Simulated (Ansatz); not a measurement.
Relaxed structures of CH6NSi (charge +1), singlet (PBE0-D4/def2-TZVP; forces vanish, vibrations not checked; lower isomers may exist, and structures with a doubtful reference or unclear bonds are left out; Å). Program: Ansatz 0.2.0. Basis: def2-TZVPP. Cores are frozen in the correlated methods.

(1) Rank them by CCSD(T) energy, lowest first, and give each one's height above the lowest. Links in brackets join atoms within 1.22 times the sum of their covalent radii (1.1 for two metals). (Judge from chemistry; the value comes from the calculation.)
A.
CH₆NSi ([CH2][NH][SiH3]), total charge +1
```
9
angstrom
N -0.0465 0.6431 -0.0033
C -0.7887 0.7201 -1.0333
Si 0.6144 -0.9078 0.7715
H -1.0929 -0.1890 -1.5460
H -1.1239 1.6838 -1.4090
H 0.2026 1.5320 0.4302
H 2.0748 -0.7289 0.6965
H 0.0556 -1.9485 -0.1092
H 0.0619 -0.8669 2.1367
```
B.
CH₆NSi ([NH2][CH][SiH3]), total charge +1
```
9
angstrom
N -0.7946 0.7452 -1.0390
C -0.0492 0.6907 -0.0022
Si 0.6202 -0.9348 0.7770
H -1.0877 -0.0959 -1.5290
H -1.1306 1.6240 -1.4252
H 0.1969 1.6597 0.4349
H 2.0868 -0.7684 0.7114
H 0.0824 -2.0139 -0.0781
H 0.0759 -0.9066 2.1502
```
C.
CH₆NSi ([NH3][CH][SiH2]), total charge +1
```
9
angstrom
N 0.5803 -0.7175 0.7422
C 0.0832 0.5416 0.1678
Si -0.9150 0.6883 -1.2139
H -1.3498 -0.5219 -1.9361
H -1.3242 2.0269 -1.6558
H 0.4266 1.4009 0.7307
H 1.6046 -0.7526 0.7521
H 0.2600 -1.5328 0.2162
H 0.2660 -0.8443 1.7095
```

T1 diagnostic: at most 0.016.

Results:

(1) Computed: A (0.0 kJ/mol), B (45.1 kJ/mol), C (130.5 kJ/mol). Heights count from the lowest.

For scale, one of the runs: CCSD(T)/def2-TZVPP, 188 basis functions, launched by `ansatz run in.yaml --threads 2 --pin off --events-out ev --progress --plain --max-ram 4352MiB`. The run took 31 s on 2 CPU threads of an Arm Neoverse V2 (shared host), with 1.9 GiB of host memory at its peak.
